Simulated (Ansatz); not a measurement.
Results of PBEsol (Ansatz, a quantum-chemistry and plane-wave program, PAW) for corundum Cr₂O₃.

Numerical settings: plane-wave cutoff 500 eV, 10×10×10 k mesh, Fermi–Dirac smearing 0.05 eV, magnetic order afm+-+-, spin-polarised with opposed moments, scalar-relativistic PAW data made under PBE.

Cell (relaxed at this level):

```xyz
10
Lattice="4.7843 -2.4214 0.0461 4.7843 2.4214 0.0461 3.5203 0.0000 4.0450" Properties=species:S:1:pos:R:3 pbc="T T T"
Cr     4.4986     0.0000     1.4219
Cr     2.0458     0.0000     0.6466
Cr     8.5901     0.0000     2.7151
Cr    11.0430     0.0000     3.4905
O      8.0565     0.8941     1.0803
O      7.1911     0.7637     3.8181
O      7.6578    -1.6577     2.3415
O      5.0323    -0.8941     3.0567
O      5.8977    -0.7636     0.3190
O      5.4310     1.6577     1.7956
```

**Question.** Predict the magnetic moment (largest site, within a sphere) and band gap.

**Answer.** 
magnetic moment (largest site, within a sphere): 2.11 μB
band gap: 1.40 eV (on the SCF k mesh)

Measured, for comparison: band gap 3.3 ± 0.1 eV (temperature not stated, not corrected to a static lattice, middle of the range; as tabulated in Medasani et al. (2019), arXiv:1904.04625). Computed (rounded) less measured: band gap -1.90 eV.

Moments are spin moments.
